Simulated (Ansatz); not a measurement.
**CH7Si2: where a starting geometry ends**

The starting geometry of this gas-phase doublet was optimised with GFN2-xTB; its bonds are those of `C[SiH2][SiH2]`.

| atom | x (Å) | y (Å) | z (Å) |
| --- | --- | --- | --- |
| C | -0.5171 | 1.5204 | 0.7270 |
| Si | 0.5889 | 1.6774 | -0.8119 |
| Si | 2.3176 | 0.2176 | -0.5787 |
| H | -0.9560 | 0.5295 | 0.8017 |
| H | -1.3323 | 2.2372 | 0.6970 |
| H | 0.0441 | 1.7008 | 1.6391 |
| H | -0.3153 | 1.5680 | -1.9760 |
| H | 1.1163 | 3.0529 | -0.8613 |
| H | 2.0958 | -1.1641 | -0.1424 |
| H | 3.3669 | 0.1367 | -1.5975 |

Question: Predict what it relaxes into with PBE0-D3(BJ)/def2-SVP.

Answer: It keeps its bonds, and is `C[SiH2][SiH2]`.

The energy falls by 0.13 eV over 9 steps:

```
step  E − E(last) (eV)
   1             0.127
   2             0.020
   3             0.007
   4             0.004
   5             0.002
   6             0.000
   7             0.000
   8             0.000
   9             0.000
```

Final geometry (Å):

```xyz
10

C    -0.5394    1.5562    0.7668
Si    0.5796    1.6721   -0.7439
Si    2.3695    0.1872   -0.5389
H    -0.9488    0.5399    0.8705
H    -1.3827    2.2582    0.6780
H     0.0178    1.7979    1.6842
H    -0.2075    1.3846   -1.9885
H     1.1481    3.0504   -0.8805
H     1.9723   -1.2419   -0.3297
H     3.4000    0.2719   -1.6209
```

Frequencies at the end are all real (lowest 99 cm⁻¹). Open shells are spin-unrestricted. Run with Ansatz 0.2.0, 16 s on 2 threads of Intel(R) Xeon(R) 6975P-C (Granite Rapids), on a shared host.
